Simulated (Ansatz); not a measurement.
# C₂H₄FN: small, medium and large basis sets

Aim: see how fast density functionals converge with the basis set for C₂H₄FN.

Program: Ansatz 0.2.0, Gaussian basis. Level of theory: one geometry, several basis sets. These are calculated values, not measurements.

Levels to be run: PBE0-D4/def2-SVP; ωB97M-V/def2-SVP; PBE0-D4/def2-QZVPP; ωB97M-V/def2-QZVPP; the functionals' def2-TZVPP values are taken from earlier runs.

**1. The relaxed structure**

All runs share one geometry, relaxed beforehand with PBE0-D4 in a triple-zeta def2 set.

SMILES `C/N=C\F`, 8 atoms, charge 0, spin multiplicity 1.

Atoms are counted from 1 here; the program's logs count them from 0.

Bond lengths: C1–N2 1.443 Å, C1–H5 1.093 Å, C1–H6 1.092 Å, C1–H7 1.092 Å, N2–C3 1.239 Å, C3–F4 1.349 Å, C3–H8 1.086 Å. Angles: N2–C1–H5 114.5°, N2–C1–H6 108.4°, N2–C1–H7 108.4°, H5–C1–H6 109.1°, H5–C1–H7 109.2°, H6–C1–H7 106.8°, C1–N2–C3 121.5°, N2–C3–F4 125.3°, N2–C3–H8 124.0°, F4–C3–H8 110.7°.

Coordinates:

```xyz
8
C2H4FN
C    -0.06074    0.99825   -0.27356
N     0.55402   -0.01698    0.54662
C     0.23353   -1.20931    0.44850
F    -0.69221   -1.70014   -0.40131
H    -0.79854    0.62088   -0.98589
H    -0.53798    1.73002    0.38235
H     0.72583    1.52651   -0.81691
H     0.66830   -2.00643    1.04430
```

**2. PBE0-D4 in def2-SVP**

Input file in.yaml:

```yaml
crystal:
  periodic: [false, false, false]
  atoms:
    - {symbol: C, position_ang: [-0.060742, 0.998246, -0.273558]}
    - {symbol: N, position_ang: [0.554016, -0.016982, 0.546624]}
    - {symbol: C, position_ang: [0.233525, -1.209306, 0.448503]}
    - {symbol: F, position_ang: [-0.692210, -1.700137, -0.401314]}
    - {symbol: H, position_ang: [-0.798538, 0.620878, -0.985888]}
    - {symbol: H, position_ang: [-0.537983, 1.730019, 0.382346]}
    - {symbol: H, position_ang: [0.725834, 1.526511, -0.816913]}
    - {symbol: H, position_ang: [0.668300, -2.006429, 1.044301]}
basis:
  gaussian: {orbitals: def2-SVP}
hamiltonian: {xc: pbe0, dispersion: d4}
output: {orbitals: {seedname: orbitals}}
```

After this run come: ωB97M-V in def2-SVP; PBE0-D4 in def2-QZVPP; ωB97M-V in def2-QZVPP.

Before running them: what should the planned runs give, taken together? Wanted: PBE0-D4: double and triple zeta above quadruple; ωB97M-V: double and triple zeta above quadruple.

**Answer**, as computed:

```
                                       quantity          value
PBE0-D4: double and triple zeta above quadruple  7.76, 0.34 eV
ωB97M-V: double and triple zeta above quadruple  8.01, 0.33 eV
```

What this shows: For PBE0-D4 the step from double to triple zeta gains 7.42 eV and the next only 0.34 eV. These are total energies; as a rule much of such shifts cancels in differences, which this series doesn't test. The LUMO of ωB97M-V is positive and keeps falling with the basis (2.73 to 2.11 eV): an unbound level that the basis holds in place.
